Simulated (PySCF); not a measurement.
C3HOP.
Atom-mapped SMILES: `[CH:1]#[C:2][P:3]=[C:4]=[O:5]` (hydrogens: H6 on C1)

The calculation used PySCF 2.14.0, PBE0-D3(BJ)/def2-SVP geometry optimisation, gas phase.

(1) Give the optimised bond lengths and angles.

Results:

(1) 
| bond | length (pm) | order |
| --- | --- | --- |
| C1≡C2 | 121.7 | triple |
| C2–P3 | 176.4 | single |
| P3=C4 | 169.9 | double |
| C4=O5 | 115.0 | double |
| C1–H6 | 107.5 | single |

Orders are formal, as drawn. A selection of angles:
| angle | degrees |
| --- | --- |
| C2–C1–H6 | 179.3 |
| C1–C2–P3 | 172.6 |
| C2–P3–C4 | 92.8 |
| P3–C4–O5 | 174.8 |

The 5 heavy atoms lie in one plane (0.001 Å rms). The 2 C–P bonds span 1.699 Å (P3=C4, drawn double) to 1.764 Å (C2–P3, drawn single), a spread of 0.065 Å.

Point group: Cs (tolerance 0.08 Å). Whether it is a minimum is left open (no frequencies).
